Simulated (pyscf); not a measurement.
## Four-centre exchange: HO–SiH₂–F (SMILES O[SiH2]F) + HCl (SMILES Cl) → H₂O (SMILES O) + F–SiH₂–Cl (SMILES F[SiH2]Cl)

Gas phase, singlet surface, charge 0. Bonds broken: O1–Si2, Cl7–H8. Bonds formed: O1–H8, Si2–Cl7. PySCF, gas phase, ωB97X-D3(BJ)/def2-SVP geometries. MP2 and CC: frozen core, UHF for open shells. ΔMP2 is the change of the MP2 total energy from the triple- to the quadruple-zeta basis.

Transition state (Å):

```xyz
8

O     -1.3767     0.0929     1.0853
Si    -0.1730    -0.8502     0.1237
F      0.8417     0.4330    -0.0192
H     -1.5785     1.0069     0.8335
H     -0.5592    -1.0908    -1.2745
H      0.5636    -1.8006     0.9650
Cl    -2.2469    -2.3060     0.6272
H     -2.1518    -0.6944     1.0724
```

One imaginary mode, 398i cm⁻¹; descent along it reached the two sides named, in the forms told below.

```json
[
 {"bond": "O1–Si2", "change": "breaks", "reactant side (Å)": "1.669", "saddle": "1.806", "product side": "1.960"},
 {"bond": "Cl7–H8", "change": "breaks", "reactant side (Å)": "1.296", "saddle": "1.675", "product side": "2.377"},
 {"bond": "O1–H8", "change": "forms", "reactant side (Å)": "1.924", "saddle": "1.105", "product side": "0.973"},
 {"bond": "Si2–Cl7", "change": "forms", "reactant side (Å)": "3.7", "saddle": "2.583", "product side": "2.209"}
]
```

Electronic energies relative to the separated reactants (kcal/mol):

```json
[
 {"level": "ωB97X-D3(BJ)/def2-TZVP", "barrier": "13.4", "reaction energy": "+0.6", "reverse barrier": "12.8"},
 {"level": "PBE/def2-TZVP", "barrier": "10.8", "reaction energy": "+1.2", "reverse barrier": "9.6"},
 {"level": "r²SCAN/def2-TZVP", "barrier": "11.9", "reaction energy": "+2.2", "reverse barrier": "9.7"},
 {"level": "B3LYP-D3(BJ)/def2-TZVP", "barrier": "14.2", "reaction energy": "+2.5", "reverse barrier": "11.7"},
 {"level": "PBE0-D3(BJ)/def2-TZVP", "barrier": "11.3", "reaction energy": "+1.0", "reverse barrier": "10.2"},
 {"level": "M06-2X/def2-TZVP", "barrier": "13.5", "reaction energy": "+3.0", "reverse barrier": "10.5"},
 {"level": "ωB97M-D3(BJ)/def2-TZVP", "barrier": "14.4", "reaction energy": "+2.4", "reverse barrier": "12.0"},
 {"level": "HF/def2-TZVP", "barrier": "28.9", "reaction energy": "+3.9", "reverse barrier": "25.0"},
 {"level": "MP2/def2-QZVPP", "barrier": "15.1", "reaction energy": "+1.3", "reverse barrier": "13.9"},
 {"level": "CCSD/def2-TZVPP", "barrier": "20.0", "reaction energy": "+2.9", "reverse barrier": "17.1"},
 {"level": "CCSD(T)/def2-TZVPP", "barrier": "18.0", "reaction energy": "+2.7", "reverse barrier": "15.3"},
 {"level": "CCSD(T)/def2-TZVPP + ΔMP2(QZVPP)", "barrier": "17.1", "reaction energy": "+1.9", "reverse barrier": "15.1"}
]
```

With CCSD(T)/def2-TZVPP + ΔMP2(QZVPP) energies and thermal terms (ideal gas, 1 atm, RRHO with modes under 100 cm⁻¹ raised to 100, one conformer, R ln 2 for chiral ones without a mode under 150 cm⁻¹), in kcal/mol:

```json
[
 {"T (K)": "298", "ΔH‡": "17.2", "ΔG‡": "27.9", "ΔH": "+3.4", "ΔG": "+3.3"},
 {"T (K)": "600", "ΔH‡": "17.0", "ΔG‡": "38.9", "ΔH": "+3.1", "ΔG": "+3.4"},
 {"T (K)": "900", "ΔH‡": "17.2", "ΔG‡": "49.8", "ΔH": "+2.6", "ΔG": "+3.7"},
 {"T (K)": "1200", "ΔH‡": "17.5", "ΔG‡": "60.6", "ΔH": "+2.2", "ΔG": "+4.1"}
]
```

On the reactant side the descent ends in a complex, 4.2 kcal/mol under the separated species and 17.6 kcal/mol under the saddle at ωB97X-D3(BJ)/def2-TZVP. On the product side the descent ends in an adduct with a O–Si contact, 9.1 kcal/mol over the separated species and 3.7 kcal/mol under the saddle at ωB97X-D3(BJ)/def2-TZVP. What is counted as broken (O–Si) persists as a longer contact in the product adduct; parting that adduct is a step of its own. This is the saddle that the search found; another between the same sides may lie lower. The CCSD(T) − MP2 part came from Ansatz, without density fitting, on the same reference.
